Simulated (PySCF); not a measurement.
CS, SMILES [C-]#[S+]. Atoms are numbered in the order given.

```xyz
2

C      0.0000     0.0000    -1.1142
S      0.0000     0.0000     0.4178
```

Geometry optimised at B3LYP-D3(BJ)/def2-TZVPD.

The numbers are results of PySCF 2.14.0 with TDDFT-ωB97X/def2-TZVPD, not measurements.

Vertical excitations; the highest root listed may be one member of a degenerate set. Gas-phase values at a fixed geometry. State labels are in the subgroup C2v.

Computed UV-visible absorptions:
```csv
state,symmetry,energy (eV),λ (nm),f,main pairs
S1,B2,4.86,255,0.006,HOMO→LUMO+1 (degenerate set)
S2,B1,4.86,255,0.006,HOMO→LUMO (degenerate set)
S3,A2,5.23,237,0.000,"HOMO−1→LUMO 50 %, HOMO−2→LUMO+1 50 %"
S4,A2,5.59,222,0.000,"HOMO−2→LUMO+1, HOMO−1→LUMO (degenerate set)"
S5,A1,5.59,222,0.000,"HOMO−2→LUMO, HOMO−1→LUMO+1 (degenerate set)"
S6,A1,8.33,149,0.150,"HOMO−1→LUMO+1 33 %, HOMO−2→LUMO 33 %, HOMO→LUMO+7 16 %, HOMO→LUMO+5 8 %"
S7,A1,9.00,138,0.277,HOMO→LUMO+5 82 %
S8,B2,9.63,129,0.155,HOMO−1→LUMO+5 (degenerate set)
S9,B1,9.63,129,0.155,HOMO−2→LUMO+5 (degenerate set)
S10,A1,9.75,127,0.317,"HOMO→LUMO+2 75 %, HOMO→LUMO+6 13 %"
T1,B2,3.47,357,0,HOMO→LUMO+1 (degenerate set)
T2,B1,3.47,357,0,HOMO→LUMO (degenerate set)
T3,A1,4.22,294,0,"HOMO−1→LUMO+1 49 %, HOMO−2→LUMO 49 %"
T4,A2,4.71,263,0,"HOMO−1→LUMO 49 %, HOMO−2→LUMO+1 49 %"
```
Triplets are in the Tamm–Dancoff approximation, which puts them higher than full response would, so one can lie above its singlet here.
